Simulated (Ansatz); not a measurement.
# PBE0/def2-TZVPP run of BHO2 (oxoborinic acid)

What is the energy change on altering one bond length of BHO2 (oxoborinic acid) at PBE0/def2-TZVPP? 

Program for the calculation: Ansatz 0.2.0.

51 further runs of the same task are left out: 51 set aside as unsound or not needed.

## (1) Starting point

BHO2: 4 atoms, total charge 0, spin state singlet. As SMILES, `O=BO`. Geometry: relaxed at PBE0-D4/def2-TZVP.

Bond lengths: O1–B2 1.210 Å, B2–O3 1.322 Å, O3–H4 0.960 Å. Angles: O1–B2–O3 177.5°, B2–O3–H4 117.0°.

## (2) A single-point energy at PBE0/def2-TZVPP

The input, input.yaml:

```yaml
crystal:
  periodic: [false, false, false]
  atoms:
    - symbol: O
      position_ang: [-1.555100, 0.523500, 0.428500]
    - symbol: B
      position_ang: [-0.423900, 0.132000, 0.248600]
    - symbol: O
      position_ang: [0.816700, -0.302000, 0.108600]
    - symbol: H
      position_ang: [1.162300, -0.353500, -0.785700]
basis:
  gaussian: {orbitals: def2-TZVPP}
hamiltonian: {xc: pbe0}
accuracy: high
output: {orbitals: {seedname: orbitals}}
```

Command:

```bash
$ ansatz run input.yaml --threads 1 --pin off --max-ram 3480MiB --events-out events.jsonl --progress --plain --runs-dir runs
```

Output:

```text
Warning: RAYON_NUM_THREADS=1 ignored (pool sized by the plan → 1); use --threads N
Functional definition: PBE0
  name "PBE0"
  parameter a = 0.25
  parameter kappa = 0.804
  parameter beta = 0.06672455060314922
  exchange = (1 - a)*pbe_x(kappa = kappa, mu = beta*pi^2/3) + a*exact_x
  correlation = pbe_c(beta = beta)
1677 factors; integrals over basis functions are off by at most 4.5e-9 eV
mean field evaluation 1: about -4778.1411 eV, gradient 6.8e1 eV
mean field evaluation 2: about -4759.8086 eV, gradient 1.2e2 eV
mean field evaluation 4: about -4785.4808 eV, gradient 6.2e0 eV
mean field evaluation 8: about -4785.5369 eV, gradient 3.4e-2 eV
mean field evaluation 16: about -4785.5369 eV, gradient 4.6e-7 eV
mean field -4785.53691204 eV, -175.8652377642 hartree, gradient 8.1e-8 eV, S^2 0.000000; 0 other end points of the search recorded, 0 dependent functions left out
reference -4785.53691460 eV, -175.8652378580 hartree; 11, 11 occupied and 96, 96 virtual orbitals, 1677 factors
Total energy: -4785.53691460 eV, -175.8652378580 hartree
```

It took 4.2 s on 1 thread of Arm Neoverse V1, shared host; peak memory 0.24 GiB.

## (3) The distorted shape at the same level

The input, molecule.yaml:

```yaml
crystal:
  periodic: [false, false, false]
  atoms:
    - {symbol: O, position_ang: [-1.831563, 0.564697, 1.143896]}
    - {symbol: B, position_ang: [-0.700363, 0.173197, 0.963996]}
    - {symbol: O, position_ang: [0.540237, -0.260803, 0.823996]}
    - {symbol: H, position_ang: [1.162300, -0.353500, -0.785700]}
basis:
  gaussian: {orbitals: def2-TZVPP}
accuracy: high
hamiltonian: {xc: pbe0}
output: {orbitals: {seedname: orbitals}}
```

Command:

```bash
$ ansatz run molecule.yaml --threads 1 --pin off --max-ram 3480MiB --events-out events.jsonl --progress --plain --runs-dir runs
```

Output:

```text
Warning: RAYON_NUM_THREADS=1 ignored (pool sized by the plan → 1); use --threads N
Functional definition: PBE0
  name "PBE0"
  parameter a = 0.25
  parameter kappa = 0.804
  parameter beta = 0.06672455060314922
  exchange = (1 - a)*pbe_x(kappa = kappa, mu = beta*pi^2/3) + a*exact_x
  correlation = pbe_c(beta = beta)
1666 factors; integrals over basis functions are off by at most 4.2e-9 eV
mean field evaluation 1: about -4771.3936 eV, gradient 7.2e1 eV
mean field evaluation 2: about -4725.8122 eV, gradient 1.4e2 eV
mean field evaluation 4: about -4780.9446 eV, gradient 1.5e1 eV
mean field evaluation 8: about -4781.5196 eV, gradient 5.5e-1 eV
mean field evaluation 16: about -4781.5182 eV, gradient 2.1e-4 eV
mean field -4781.51816447 eV, -175.7175515148 hartree, gradient 2.8e-8 eV, S^2 0.000000; 0 other end points of the search recorded, 0 dependent functions left out
reference -4781.51816707 eV, -175.7175516104 hartree; 11, 11 occupied and 96, 96 virtual orbitals, 1666 factors
Total energy: -4781.51816707 eV, -175.7175516104 hartree
```

Run time: 4.2 s. Hardware: 1 thread of Arm Neoverse V1, shared host; peak memory 0.24 GiB.

## (4) Outcome

Level: PBE0/def2-TZVPP.

```
                                                         quantity          value
                                        first shape: total energy  -175.86524 Eh
                                         first shape: HOMO energy       -9.39 eV
                                         first shape: LUMO energy       -0.48 eV
                                       first shape: HOMO–LUMO gap        8.91 eV
                                    distorted shape: total energy  -175.71755 Eh
                                     distorted shape: HOMO energy       -9.11 eV
                                     distorted shape: LUMO energy       -5.38 eV
                                   distorted shape: HOMO–LUMO gap        3.73 eV
energy change with the O3–H4 bond stretched from 0.960 to 1.728 Å       4.019 eV
```

In words: With the O3–H4 bond stretched from 0.960 to 1.728 Å the energy rises by 4.02 eV (388 kJ/mol).
